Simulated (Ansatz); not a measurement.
A calculation with Ansatz (development build ahead of 0.2.0).

```yaml
crystal:
  periodic: [false, false, false]
  atoms:
    - { symbol: S, position_ang: [0.0, 0.0, 0.0] }
    - { symbol: H, position_ang: [2.28774, 0.0, 1.91964] }
    - { symbol: H, position_ang: [-2.28774, 0.0, 1.91964] }
basis:
  gaussian: { orbitals: "6-31G" }
total_charge: -1
magnetization:
  initial_magnetization: 1
hamiltonian:
  xc: hf
correlation:
  method: fci
  frozen_orbitals: { H: 0, S: 5 }
```

The input is written out in the form of the current development build from the run's settings.

Results

* Converged: yes
* Total energy: -398.53931 hartree
* State: lowest doublet root, of any spatial symmetry

Caution: no diffuse functions for an anion.
